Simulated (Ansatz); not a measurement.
Write a Python script for the Python package of Ansatz (0.2.0) that makes the interaction energy of a dimer with the counterpoise correction of O2S, SMILES O=S=O. Use (for the species named): MP2, def2-SVP basis, multiplicity 1.

```xyz
3

O    -0.9702    0.6297   -0.4591
S     0.2800    0.3714    0.1941
O     0.6902   -1.0011    0.2650
```

`o2s_dimer.py`
```python
# -*- coding: utf-8 -*-
"""Binding of a O2S dimer at a trial geometry."""

import ansatz as az
import numpy as np

BASIS = "def2-SVP"
LEVEL = "MP2"

FIRST = [
    ("O", (-0.9702, 0.6297, -0.4591)),
    ("S", (0.28, 0.3714, 0.1941)),
    ("O", (0.6902, -1.0011, 0.265)),
]
SECOND = [
    ("O", (-1.4089, -4.6617, -2.0976)),
    ("S", (-2.147, -3.7665, -1.2548)),
    ("O", (-1.6179, -2.4408, -1.1155)),
]

def energy(atoms, ghosts=()):
    molecule = az.Crystal.molecule()
    for symbol, xyz in atoms:
        molecule = molecule.atom(symbol, xyz)
    calc = (
        molecule.calculation()
        .basis(gaussian=BASIS)
        .correlation(LEVEL)
    )
    deck = calc.input()
    if ghosts:
        deck = deck.set(az.key.basis.gaussian.ghost_atoms, [{"symbol": s, "position_ang": list(xyz)} for s, xyz in ghosts])
    return az.Session.from_dict(deck).plan().execute().report["free_energy_ev"]

# ghost atoms carry the functions of the partner
direction = np.array([-0.4029, -0.8465, -0.348])
print("shift (A)   counterpoise-corrected interaction (kJ/mol)")
for shift in (-0.3, 0.0, 0.4, 1.0, 2.0):
    moved = [(s, tuple(np.round(np.array(xyz) + shift * direction, 4))) for s, xyz in SECOND]
    gain = energy(FIRST + moved) - energy(FIRST, moved) - energy(moved, FIRST)
    print(f"{shift:8.2f} {96.485332 * gain:14.3f}")
```

```console
$ python o2s_dimer.py
shift (A)   counterpoise-corrected interaction (kJ/mol)
   -0.30          9.707
    0.00          3.822
    0.40          1.257
    1.00          0.700
    2.00          0.618
```

The dimer is a generated trial pose of unrelaxed monomers, not a minimum, so the figure is no binding energy, and the basis set is small. Timing: 11 s on 1 thread of Arm Neoverse V2 (shared host), peak memory 0.25 GiB.
